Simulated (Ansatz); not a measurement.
A calculation with Ansatz (development build ahead of 0.2.0).

```yaml
crystal:
  periodic: [false, false, false]
  atoms:
    - { symbol: B, position_ang: [0.0, 0.0, 0.0] }
    - { symbol: S, position_ang: [0.0, 0.0, 1.7699] }
basis:
  gaussian: { orbitals: def2-SVP }
magnetization:
  spin_polarized: true
  initial_magnetization: 1
hamiltonian:
  xc: hf
correlation:
  method: mp2
  frozen_orbitals: { B: 1, S: 5 }
scf:
  omitted_lower_state_checks: [stability, starts, atomic_configurations, cluster_reference, orbital_swaps, given_window_search, neighbouring_geometries, increment]
```

The input is written out in the form of the current development build from the run's settings.

Results

* Converged: yes
* Reference energy: -422.00272 hartree
* Correlation energy: -0.18078 hartree
* Total energy: -422.18350 hartree
* Spin squared of the determinant: 0.936
* Occupied orbitals by symmetry in an Abelian subgroup (alpha; beta): 7 A1 2 B1 2 B2; 6 A1 2 B1 2 B2

Messages of the program:
```
mean field -11483.27888016 eV, -422.0027151997 hartree, gradient 3.2e-6 eV, S^2 0.936219; 0 other ends of a descent, 0 dependent functions left out
```

Caution: the unrestricted determinant is spin contaminated.
